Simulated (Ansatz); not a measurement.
# H2S (triplet): from Hartree-Fock to the top rungs at distance H1–H2 along a hydrogen transfer = 0.898 Å, cc-pVDZ

Aim: climb from Hartree-Fock through coupled cluster and multireference methods for H2S (triplet) at one geometry and basis, and see what each rung misses.

Computed with Ansatz 0.2.0, Gaussian basis. Level: cc-pVDZ, core rule «outside noble gas», up to 5 orbitals frozen.

Plan: UHF; CCSD(T) on ROHF; CCSD(T) on UHF; BCCD(T) on ROHF; CISD; CCSDT(Q) on ROHF; CCSDT(Q) on UHF; CCSDTQ on ROHF; CCSDTQ on UHF; CASSCF and MRCISD+Q, 4 electrons in 4 orbitals; CASSCF and NEVPT2, 4 electrons in 4 orbitals; CASSCF and MRCISD+Q, 8 electrons in 6 orbitals; CASSCF and MRCISD+Q(relaxed), 8 electrons in 6 orbitals; CASSCF and NEVPT2, 8 electrons in 6 orbitals; Full CI.

**1. The geometry**

The geometry derives from fragments relaxed apart (PBE0/def2-TZVP) and kept rigid, so it is no stationary point. A hydrogen atom is moved between rigid fragments.

3 atoms, charge 0, spin multiplicity 3.

Atoms are counted from 1 here; the program's logs count them from 0.

Bond lengths: H2–S3 1.494 Å.

Geometry (Å):

```
H     0.0000    0.0000   -1.0967
H     0.0000    0.0000   -0.1987
S     0.0000    0.0000    1.2953
```

**2. UHF**

The input, in.yaml:

```yaml
crystal:
  periodic: [false, false, false]
  atoms:
    - {symbol: H, position_ang: [0.000000, 0.000000, -1.096667]}
    - {symbol: H, position_ang: [0.000000, 0.000000, -0.198667]}
    - {symbol: S, position_ang: [0.000000, 0.000000, 1.295333]}
basis:
  gaussian: {orbitals: cc-pVDZ}
magnetization: {spin_polarized: true, initial_magnetization: 2}
hamiltonian: {xc: hf}
output: {orbitals: {seedname: orbitals}}
```

Run with:

```console
$ ansatz run in.yaml --threads 1 --pin off --events-out ev --progress --plain --max-ram 2816MiB --backend cpu
```

The runs that follow: CCSD(T) on ROHF; CCSD(T) on UHF; BCCD(T) on ROHF; CISD; CCSDT(Q) on ROHF; CCSDT(Q) on UHF; CCSDTQ on ROHF; CCSDTQ on UHF; CASSCF and MRCISD+Q, 4 electrons in 4 orbitals; CASSCF and NEVPT2, 4 electrons in 4 orbitals; CASSCF and MRCISD+Q, 8 electrons in 6 orbitals; CASSCF and MRCISD+Q(relaxed), 8 electrons in 6 orbitals; CASSCF and NEVPT2, 8 electrons in 6 orbitals; Full CI.

**Question.** What will the summary of the whole plan be? Wanted: FCI below the RHF energy; RMP2 from FCI; UMP2 from FCI; RCCSD from FCI; RCCSD(T) from FCI; UCCSD(T) from FCI; RCCSDT(Q) from FCI; UCCSDT(Q) from FCI; NEVPT2 pair from FCI.

**Answer**, as computed:

| quantity | value |
| --- | --- |
| FCI below the RHF energy | -4.4435 eV |
| RMP2 from FCI | +72.6 kJ/mol |
| UMP2 from FCI | +77.4 kJ/mol |
| RCCSD from FCI | +9.1 kJ/mol |
| RCCSD(T) from FCI | +1.8 kJ/mol |
| UCCSD(T) from FCI | +1.8 kJ/mol |
| RCCSDT(Q) from FCI | +0.1 kJ/mol |
| UCCSDT(Q) from FCI | 0.0 kJ/mol |
| NEVPT2 pair from FCI | +65.6 kJ/mol |
| NEVPT2 valence from FCI | +82.6 kJ/mol |
| MRCISD+Q valence from FCI | -1.1 kJ/mol |
| levels within 1 kcal/mol (43 meV) | RCCSD(T), UCCSD(T), BCCD(T), RCCSDT, UCCSDT, RCCSDT(Q), UCCSDT(Q), RCCSDTQ, UCCSDTQ, MRCISD+Q valence, MRCISD+Q(relaxed) valence |
| T1 diagnostic | 0.022 |
| effectively unpaired electrons | 2.03 |

What this shows: RCCSD(T) misses by +1.8 kJ/mol, 0.4 % of the correlation energy. MRCISD+Q valence, MRCISD+Q(relaxed) valence fall below full CI: the +Q correction isn't variational, and the cores differ from full CI's. One determinant dominates. Of the multireference levels listed MRCISD+Q valence comes nearest in total energy (-1.1 kJ/mol), which doesn't show that its space is the better one. These misses are within one basis, not against nature; the frozen cores of restricted and unrestricted runs differ, which can shift their rows.
